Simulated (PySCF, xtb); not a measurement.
SiF₄, SMILES F[Si](F)(F)F.

xtb with GFN2-xTB at its own geometry gives an orbital gap of 11.23 eV and a dipole moment of 0.00 D.

Coordinates come from a ωB97X-D3(BJ)/def2-SVP optimisation. The isomer is the one that the SMILES or the coordinates give; other isomers of the formula were not compared.

### Question
What does PBE0/def2-TZVP (PySCF) give? (The exact figures need the calculation; the answer reports its results.)

### Answer
gap 12.92 eV (levels -12.76 and 0.15 eV), dipole 0.00 D.
